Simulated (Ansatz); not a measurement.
bcc Ta, treated with r²SCAN in Ansatz (plane waves, PAW).

Numerical settings: plane-wave cutoff 600 eV, 28×28×28 k mesh, Fermi–Dirac smearing 0.06 eV (set by the program), scalar-relativistic PAW data made under PBE.

Computed at the level's own relaxed cell.

Hill averages of the elastic tensor: K = 201.9 GPa, G = 64.7 GPa. Volume 18.048 Å³/atom, mean atomic mass 180.948 u.

Problem. Work out the density, the sound velocities of a polycrystal and the elastic Debye temperature, and Pugh's ratio at this level.

Solution. ρ = 1.66054 × 180.948/18.048 = 16.648 g/cm³. v_l = √[(K + 4G/3)/ρ] = 4.160 km/s and v_t = √(G/ρ) = 1.971 km/s. The mean follows from 3/v_m³ = 1/v_l³ + 2/v_t³: v_m = 2.218 km/s. Θ_D = (ħ/k_B) v_m (6π²/V)^(1/3) = 76.38 K Å s/km × 2.218 × 1.4860 Å⁻¹ = 252 K, counting all atoms of the cell. K/G = 3.12, to be set beside Pugh's rough bound of 1.75 between brittle and ductile metals.

Note: shear constants of such metals converge slowly with the k mesh.

Ansatz is an electronic-structure program.
